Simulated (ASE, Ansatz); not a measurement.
**Ladder of methods for the bulk modulus B0 of fcc Pd**

Reference value: 195 GPa (measured, zero-point energy and finite temperature contributions removed, our sources range from 187 to 198; as tabulated in doi:10.1021/acs.jctc.3c00612).

```csv
level (code),value (GPa),cell (Å³/atom),error (%)
EMT (ASE),179,14.59,-8.2
LDA (Ansatz),227,14.15,+16.4
PBE (Ansatz),168,15.33,-13.8
PBEsol (Ansatz),204,14.55,+4.6
r²SCAN (Ansatz),185,14.93,-5.1
HSE06 (Ansatz),175,14.93,-10.3
PBE0 (Ansatz),176,14.96,-9.7
```

Once the reference is moved by up to 4.2 % (a margin picked here for doubts on the reference and the settings) and values within 1.7 % count as equal, the nearest can be PBEsol (+4.6 %) or r²SCAN (-5.1 %). By the same margin the farthest can be LDA (+16.4 %) or PBE (-13.8 %).

The crystal itself was run without spin with LDA, PBE, PBEsol, r²SCAN, HSE06, PBE0; a magnetic state was not tried in these runs. Each level is taken at its own relaxed cell. Cutoffs and k meshes differ between the levels. Ansatz's density-functional and Hartree–Fock values are scalar-relativistic unless marked +SOC, with PAW data made under PBE.

Empirical potentials (EMT) are fitted to chosen data: where that held the value shown, agreement is built in, and what lay outside the fit can be far off.

Differences are worked out from the printed values.

Ansatz is a quantum-chemistry and plane-wave program.
